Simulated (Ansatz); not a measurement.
**H5Si with multiplicity 2: a nudged elastic band in two tries**

Aim: a band of images between two relaxed ends for this system.

All numbers below are computed with Ansatz 0.2.0 (UKS B3LYP/def2-SVP).

## Step 1: The structure to begin with

Bond lengths: Si1–H2 1.491 Å, Si1–H3 1.491 Å, Si1–H4 1.491 Å, Si1–H5 1.491 Å. Angles: H2–Si1–H3 109.5°, H2–Si1–H4 109.5°, H2–Si1–H5 109.5°, H3–Si1–H4 109.4°, H3–Si1–H5 109.4°, H4–Si1–H5 109.4°.

As a file:

```xyz
6

Si    0.0003    0.0000   -0.2386
H     0.0000    0.0000    1.2525
H     1.4057    0.0000   -0.7360
H    -0.7023    1.2171   -0.7363
H    -0.7023   -1.2171   -0.7363
H     0.0000    0.0000    4.1162
```

## Step 2: The run

The input, input.yaml:

```yaml
crystal:
  periodic: [false, false, false]
  atoms:
    - { symbol: Si, position_ang: [0.000281, 0.0, -0.238646] }
    - { symbol: H, position_ang: [1.7e-05, 0.0, 1.252491] }
    - { symbol: H, position_ang: [1.405707, 0.0, -0.735967] }
    - { symbol: H, position_ang: [-0.702298, 1.217057, -0.736348] }
    - { symbol: H, position_ang: [-0.702298, -1.217057, -0.736348] }
    - { symbol: H, position_ang: [-9.0e-06, 0.0, 4.116219] }
magnetization:
  spin_polarized: true
  initial_magnetization: 1
basis:
  gaussian: { orbitals: def2-SVP }
hamiltonian:
  xc: b3lyp
neb:
  order_check: false
  images: 7
  f_tol: 0.05
  max_iterations: 8
  optimiser: lbfgs
  climbing: true
  final_atoms:
    - { symbol: Si, position_ang: [0.00043363, 0.0, -0.639185] }
    - { symbol: H, position_ang: [-0.00025258, 0.0, 3.03918401] }
    - { symbol: H, position_ang: [1.42256054, 0.0, -1.09303163] }
    - { symbol: H, position_ang: [-0.71061646, 1.231584, -1.09308419] }
    - { symbol: H, position_ang: [-0.71061646, -1.231584, -1.09308419] }
    - { symbol: H, position_ang: [5.99989135, 6.0, 9.80060201] }
  initial_path: idpp
```

Command:

```
> ansatz run input.yaml --threads 1 --pin off --max-ram 2048MiB --backend cpu --events-out ev --progress --plain --runs-dir out
```

What does the calculation give? Wanted: first try.

The runs gave:

| quantity | value |
| --- | --- |
| first try | not converged |
| cause | one atom of the second end is shifted by 6 along every axis, far from where it belongs |

**Reading.** The program did not catch the first fault at the input check, so it cost a run.
